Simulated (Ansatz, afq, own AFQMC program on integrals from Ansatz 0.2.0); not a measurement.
## TaCl, septet: AFQMC among the cluster methods

```tsv
atom	x (Å)	y (Å)	z (Å)
Ta	0.0000	0.0000	0.0000
Cl	0.0000	0.0000	2.8752
```

Basis def2-TZVP with its core potentials. Noble-gas cores (and the filled d shells of Ga–Kr and In–Xe) are frozen. Ansatz 0.2.0 and our own AFQMC program on the same integrals; the CISD trial comes from CCSD amplitudes, and released means the phaseless constraint is let go. Free AFQMC starts from the CCSD state and is never constrained. Its projection time is finite, and what remains of the start isn't in its error. Error bars are statistical, one sigma. No spin–orbit coupling. The metal's outer-core s and p shells are frozen, which shifts wave-function levels against functionals.

Determinant: UHF, the one that the program's search chose, which needn't be the lowest solution. The geometry is a PBE0/def2-TZVP stationary point of this or a neighbouring charge and spin state.

No full CI on the walks' own integrals is used here; CCSDT(Q) serves as the reference and is uncertain by about the last step of the cluster series.

Cautions: no spin-orbit coupling; outer-core shells of the metal frozen; lower spins were not checked; higher spins were not checked.

The T1 diagnostic is 0.0107. The weight of the determinant in the CISD state is 0.891, the ⟨S²⟩ of the determinant is 12.016 and the size of the correlated space is 12 electrons in 68 orbitals.

Reference: CCSDT(Q), correlation energy -6.660 eV. The released energy is read at 3.00 1/Eh, later times being too noisy (meV from the phaseless value at times in 1/Eh: -13 ± 3 at 0.60, -25 ± 7 at 1.20, -25 ± 6 at 2.00, -26 ± 7 at 3.00, -37 ± 11 at 4.20).

| level | E − E(reference) (kJ/mol) | share of correlation (%) |
| --- | --- | --- |
| HF | 642.6 | 0.00 |
| MP2 | 108.7 | 83.09 |
| CCSD | 23.3 | 96.38 |
| CCSD(T) | 3.9 | 99.40 |
| CCSDT | 0.8 | 99.88 |
| ph-AFQMC/HF | 22.1 ± 2.4 | 96.56 |
| ph-AFQMC/CISD | 3.6 ± 0.3 | 99.44 |
| released AFQMC | 1.1 ± 0.7 | 99.82 |
| free AFQMC | 0.6 ± 0.4 | 99.91 |

Free projections are given only where their last times agree within the noise and don't stop above the reference; a slow remainder of the start can still hide under it. A walk keeps the symmetry of its determinant, which the program's search chose and which needn't be the lowest solution, so a lower state of the same spin and another symmetry isn't excluded. Released energies are given only where the last usable release times agree within the noise; a slower fall can still hide under it.
